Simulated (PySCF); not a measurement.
**Shapes and spin states of SiF₂**

These are results of PySCF, PBE, basis Si def2-TZVP, F def2-TZVP (no relativity, density fitting), not measurements.

Relaxations began from a few typed shapes and spin states; open shells are unrestricted. The search is not exhaustive: other isomers or separated fragments can lie lower, and high-lying points may rest on an excited occupation.

Task: Which is the lowest minimum found?
A. singlet C2v: Si–F 1.624 Å (×2); F–Si–F 101.1°
B. triplet D∞h: Si–F 1.648 Å (×2); F–Si–F 180.0°
C. triplet C2v: Si–F 1.620 Å (×2); F–Si–F 114.4°

Result: A. The others lie at 291.0 (triplet C2v), 364.8 (triplet D∞h, a saddle point) kJ/mol above it.

Counting electrons, silicon keeps 2 of its valence electrons outside its bonds, so the VSEPR class is AX2E1 and the expected shape is bent (C2v), as computed.

The electron or spin density has lower symmetry than the nuclear frame for the triplet D∞h at 364.8 kJ/mol.
